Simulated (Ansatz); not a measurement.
## H2PSi: structure from calculated spectroscopic constants

These gas-phase data were calculated for one isomer of H2PSi at PBE0-D3(BJ)/def2-SVP (harmonic, unscaled wavenumbers; equilibrium rotational constants with average atomic masses):

* rotational constants: 164.1, 7.203, 6.9 GHz
* all wavenumbers above 1500 cm⁻¹: 2248, 2229
* dipole moment: 1.66 D (PBE0/def2-TZVPD)

Candidates:

(1) `[SiH2]=[P]`, a doublet
(2) `[H]/[Si]=P/[H]`, a doublet

Which candidate do the data belong to?

Candidate (1). No mode falls between 2250 and 2520 cm⁻¹, where the P–H stretch of (2) would stand.

The same quantities for all candidates:

|  | rotational constants (GHz) | wavenumbers above 1500 cm⁻¹ | dipole (D) | E above the lowest, PBE0-D3(BJ)/def2-SVP (kcal/mol) |
| --- | --- | --- | --- | --- |
| (1) | 164.1, 7.203, 6.9 | 2248, 2229 | 1.66 | 0.0 |
| (2) | 140.2, 7.426, 7.052 | 2395, 2145 | 1.27 | 3.9 |

Harmonic stretches to hydrogen usually lie a few per cent above observed fundamentals. Each candidate is one conformer. Open shells are spin-unrestricted. Programs: Ansatz 0.2.0.
